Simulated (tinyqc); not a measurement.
Coupled-perturbed Hartree-Fock on RHF in the sto-6g basis, for BH2+, spin multiplicity 1, step by step. One step of it, computed by the program tinyqc.

Problem. Iteration 1: building the Fock matrix. J_ij = sum D_kl (ij|kl), K_ij = sum D_kl (ik|jl); F = H + J - 0.5 K; E = tr D H + tr D J / 2 - 0.25 tr D K + E_nn.

D at the start:
```
            1B 1s      1B 2s    1B 2px     1B 2py     1B 2pz      2H 1s      3H 1s
1B 1s    1.857402  -0.457645  0.000000  -0.000564   0.010663  -0.029942  -0.030535
1B 2s   -0.457645   1.735896  0.000000   0.001831  -0.035486   0.118185   0.120119
1B 2px   0.000000   0.000000  0.274467   0.000000   0.000000   0.000000   0.000000
1B 2py  -0.000564   0.001831  0.000000   0.231145   0.000390   0.043122  -0.042677
1B 2pz   0.010663  -0.035486  0.000000   0.000390   0.264868   0.018300   0.018096
2H 1s   -0.029942   0.118185  0.000000   0.043122   0.018300   0.817892   0.010640
3H 1s   -0.030535   0.120119  0.000000  -0.042677   0.018096   0.010640   0.815879
```

core Hamiltonian H = T + V (hartree):
```
             1B 1s      1B 2s     1B 2px     1B 2py     1B 2pz      2H 1s      3H 1s
1B 1s   -13.189039  -3.275297   0.000000   0.000613  -0.011838  -0.490001  -0.531109
1B 2s    -3.275297  -4.109562   0.000000   0.004513  -0.107060  -1.286405  -1.355072
1B 2px    0.000000   0.000000  -3.301834   0.000000   0.000000   0.000000   0.000000
1B 2py    0.000613   0.004513   0.000000  -3.440950   0.001822  -1.139513   1.187704
1B 2pz   -0.011838  -0.107060   0.000000   0.001822  -3.333798  -0.560448  -0.584320
2H 1s    -0.490001  -1.286405   0.000000  -1.139513  -0.560448  -2.506224  -0.177665
3H 1s    -0.531109  -1.355072   0.000000   1.187704  -0.584320  -0.177665  -2.550725
```

Two-electron integrals (ij|kl) in chemists' order, unique and non-zero (hartree):
```
(11|11) 2.924993    (21|11) 0.480756    (21|21) 0.099484    (22|11) 0.743449
(22|21) 0.188967    (22|22) 0.544922    (31|31) 0.021096    (32|31) 0.030854
(32|32) 0.120443    (33|11) 0.743450    (33|21) 0.188967    (33|22) 0.544922
(33|33) 0.587109    (41|41) 0.021096    (42|41) 0.030854    (42|42) 0.120443
(43|43) 0.031641    (44|11) 0.743450    (44|21) 0.188967    (44|22) 0.544922
(44|33) 0.523827    (44|44) 0.587109    (51|51) 0.021096    (52|51) 0.030854
(52|52) 0.120443    (53|53) 0.031641    (54|54) 0.031641    (55|11) 0.743450
(55|21) 0.188967    (55|22) 0.544922    (55|33) 0.523827    (55|44) 0.523827
(55|55) 0.587109    (61|11) 0.073614    (61|21) 0.014772    (61|22) 0.027874
(61|33) 0.027724    (61|41) 0.001048    (61|42) 0.002014    (61|44) 0.028091
(61|51) 0.000502    (61|52) 0.000965    (61|54) 0.000176    (61|55) 0.027808
(61|61) 0.002276    (62|11) 0.194606    (62|21) 0.050423    (62|22) 0.162238
(62|33) 0.157470    (62|41) 0.005304    (62|42) 0.032461    (62|44) 0.169101
(62|51) 0.002542    (62|52) 0.015555    (62|54) 0.005574    (62|55) 0.160141
(62|61) 0.007979    (62|62) 0.070157    (63|31) 0.005000    (63|32) 0.023377
(63|43) 0.005907    (63|53) 0.002830    (63|63) 0.007184    (64|11) 0.172653
(64|21) 0.045323    (64|22) 0.153325    (64|33) 0.145391    (64|41) 0.009014
(64|42) 0.050972    (64|44) 0.166954    (64|51) 0.001923    (64|52) 0.013224
(64|54) 0.007503    (64|55) 0.147629    (64|61) 0.007502    (64|62) 0.077296
(64|64) 0.090602    (65|11) 0.082735    (65|21) 0.021719    (65|22) 0.073473
(65|33) 0.069671    (65|41) 0.001923    (65|42) 0.013224    (65|44) 0.074343
(65|51) 0.005922    (65|52) 0.029714    (65|54) 0.008146    (65|55) 0.076405
(65|61) 0.003595    (65|62) 0.037040    (65|64) 0.039974    (65|65) 0.026340
(66|11) 0.365541    (66|21) 0.096627    (66|22) 0.351796    (66|33) 0.331899
(66|41) 0.011423    (66|42) 0.094413    (66|44) 0.380441    (66|51) 0.005474
(66|52) 0.045243    (66|54) 0.023261    (66|55) 0.343046    (66|61) 0.015572
(66|62) 0.201624    (66|64) 0.240337    (66|65) 0.115169    (66|66) 0.774999
(71|11) 0.079846    (71|21) 0.016019    (71|22) 0.030213    (71|33) 0.030049
(71|41) -0.001136   (71|42) -0.002179   (71|44) 0.030448    (71|51) 0.000545
(71|52) 0.001045    (71|54) -0.000191   (71|55) 0.030141    (71|61) 0.002343
(71|62) 0.007767    (71|64) 0.006680    (71|65) 0.003515    (71|66) 0.014818
(71|71) 0.002676    (72|11) 0.205863    (72|21) 0.053310    (72|22) 0.170926
(72|33) 0.165941    (72|41) -0.005614   (72|42) -0.034037   (72|44) 0.178100
(72|51) 0.002692    (72|52) 0.016319    (72|54) -0.005830   (72|55) 0.168737
(72|61) 0.007576    (72|62) 0.045247    (72|64) 0.037952    (72|65) 0.023324
(72|66) 0.096673    (72|71) 0.009140    (72|72) 0.076965    (73|31) 0.005360
(73|32) 0.024883    (73|43) -0.006236   (73|53) 0.002990    (73|63) 0.004100
(73|73) 0.008015    (74|11) -0.180841   (74|21) -0.047457   (74|22) -0.160046
(74|33) -0.151728   (74|41) 0.009581    (74|42) 0.053618    (74|44) -0.174348
(74|51) -0.002024   (74|52) -0.013777   (74|54) 0.007855    (74|55) -0.154061
(74|61) -0.006445   (74|62) -0.037466   (74|64) -0.028472   (74|65) -0.019023
(74|66) -0.078023   (74|71) -0.008522   (74|72) -0.084086   (74|74) 0.097991
(75|11) 0.086707    (75|21) 0.022754    (75|22) 0.076736    (75|33) 0.072748
(75|41) -0.002024   (75|42) -0.013777   (75|44) 0.077613    (75|51) 0.006331
(75|52) 0.031489    (75|54) -0.008569   (75|55) 0.079847    (75|61) 0.003400
(75|62) 0.023180    (75|64) 0.019132    (75|65) 0.015793    (75|66) 0.051337
(75|71) 0.004086    (75|72) 0.040316    (75|74) -0.043140   (75|75) 0.028700
(76|11) 0.024868    (76|21) 0.006431    (76|22) 0.020817    (76|33) 0.020260
(76|41) 0.000006    (76|42) 0.000049    (76|44) 0.021047    (76|51) 0.000559
(76|52) 0.003401    (76|54) 0.000012    (76|55) 0.021144    (76|61) 0.000973
(76|62) 0.007365    (76|64) 0.007199    (76|65) 0.004231    (76|66) 0.018860
(76|71) 0.001053    (76|72) 0.007673    (76|74) -0.007402   (76|75) 0.004381
(76|76) 0.000997    (77|11) 0.374402    (77|21) 0.098938    (77|22) 0.358823
(77|33) 0.338279    (77|41) -0.011921   (77|42) -0.097151   (77|44) 0.388392
(77|51) 0.005716    (77|52) 0.046580    (77|54) -0.024027   (77|55) 0.349799
(77|61) 0.013986    (77|62) 0.093401    (77|64) 0.076241    (77|65) 0.049957
(77|66) 0.206293    (77|71) 0.017301    (77|72) 0.212416    (77|74) -0.251350
(77|75) 0.120513    (77|76) 0.018860    (77|77) 0.774999
```

nuclear repulsion = 3.92919189 hartree

Give: Coulomb J; exchange K; Fock matrix F; total energy of this density.

Solution.

Coulomb J (hartree):
```
          1B 1s    1B 2s  1B 2px   1B 2py   1B 2pz   2H 1s    3H 1s
1B 1s    7.5839   1.4679  0.0000  -0.0004   0.0094  0.2221   0.2409
1B 2s    1.4679   3.2629  0.0000  -0.0023   0.0792  1.0006   1.0539
1B 2px   0.0000   0.0000  3.2270   0.0000   0.0000  0.0000   0.0000
1B 2py  -0.0004  -0.0023  0.0000   3.3146  -0.0007  0.9601  -1.0022
1B 2pz   0.0094   0.0792  0.0000  -0.0007   3.2471  0.4715   0.4924
2H 1s    0.2221   1.0006  0.0000   0.9601   0.4715  2.3734   0.1281
3H 1s    0.2409   1.0539  0.0000  -1.0022   0.4924  0.1281   2.4063
```

exchange K (hartree):
```
          1B 1s    1B 2s  1B 2px   1B 2py   1B 2pz   2H 1s    3H 1s
1B 1s    5.1842   0.8802  0.0000  -0.0010   0.0085  0.1502   0.1629
1B 2s    0.8802   1.2517  0.0000  -0.0059   0.0714  0.5310   0.5574
1B 2px   0.0000   0.0000  0.4215   0.0000   0.0000  0.0000   0.0000
1B 2py  -0.0010  -0.0059  0.0000   0.5799  -0.0027  0.3237  -0.3381
1B 2pz   0.0085   0.0714  0.0000  -0.0027   0.4578  0.1630   0.1697
2H 1s    0.1502   0.5310  0.0000   0.3237   0.1630  0.8543   0.1256
3H 1s    0.1629   0.5574  0.0000  -0.3381   0.1697  0.1256   0.8701
```

Fock matrix F (hartree):
```
          1B 1s    1B 2s   1B 2px   1B 2py   1B 2pz    2H 1s    3H 1s
1B 1s   -8.1973  -2.2475   0.0000   0.0007  -0.0067  -0.3431  -0.3717
1B 2s   -2.2475  -1.4725   0.0000   0.0052  -0.0635  -0.5513  -0.5798
1B 2px   0.0000   0.0000  -0.2856   0.0000   0.0000   0.0000   0.0000
1B 2py   0.0007   0.0052   0.0000  -0.4163   0.0025  -0.3413   0.3546
1B 2pz  -0.0067  -0.0635   0.0000   0.0025  -0.3156  -0.1704  -0.1768
2H 1s   -0.3431  -0.5513   0.0000  -0.3413  -0.1704  -0.5600  -0.1123
3H 1s   -0.3717  -0.5798   0.0000   0.3546  -0.1768  -0.1123  -0.5795
```

total energy of this density = -22.753150 hartree

This density is the starting one; it is not idempotent, so its energy is not variational and may lie below the converged one.
